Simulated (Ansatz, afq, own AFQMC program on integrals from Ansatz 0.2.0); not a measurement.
**Where AFQMC and coupled cluster stand for SiHO⁺, triplet**

```xyz
3

Si    0.0000   -0.1016    0.5148
O     0.0000    0.1077   -0.9938
H     0.0000    1.1216    1.4308
```

Connectivity, by distances: SiH–O.

Basis cc-pVDZ. Only valence electrons are correlated. AFQMC by an in-house program on the Cholesky factors that Ansatz 0.2.0 writes for its CCSD(T) run. ph-AFQMC/CISD is guided by a CISD state made of CCSD amplitudes; releasing the constraint for a short imaginary time cuts its bias at the price of noise, slowly where states lie close. Uncertainties: one standard error, sampling alone.

Determinant: UHF, the one that the program's search chose, which needn't be the lowest solution. The geometry is a PBE0/def2-TZVP stationary point of this or a neighbouring charge and spin state.

No full CI on the walks' own integrals is used here; CCSDT(Q) serves as the reference and is uncertain by about the last step of the cluster series.

Cautions: lower spins were not checked.

- T1 diagnostic: 0.0281
- weight of the determinant in the CISD state: 0.904
- ⟨S²⟩ of the determinant: 2.017
- size of the correlated space: 10 electrons in 31 orbitals

Reference: CCSDT(Q), correlation energy -6.146 eV. The released energy is read at 2.40 1/Eh (meV from the phaseless value at times in 1/Eh: 7 ± 13 at 0.24, 6 ± 13 at 0.51, -1 ± 10 at 0.99, 3 ± 13 at 1.62, -9 ± 18 at 2.40).

```csv
level,E − E(reference) (kcal/mol),share of correlation (%)
HF,141.74,0.00
MP2,20.42,85.59
CCSD,4.34,96.94
CCSD(T),1.05,99.26
CCSDT,0.31,99.78
ph-AFQMC/HF,1.65 ± 1.35,98.84
ph-AFQMC/CISD,0.26 ± 0.35,99.82
released AFQMC,0.06 ± 0.41,99.96
```

A walk keeps the symmetry of its determinant, which the program's search chose and which needn't be the lowest solution, so a lower state of the same spin and another symmetry isn't excluded. Released energies are given only where the last usable release times agree within the noise; a slower fall can still hide under it.
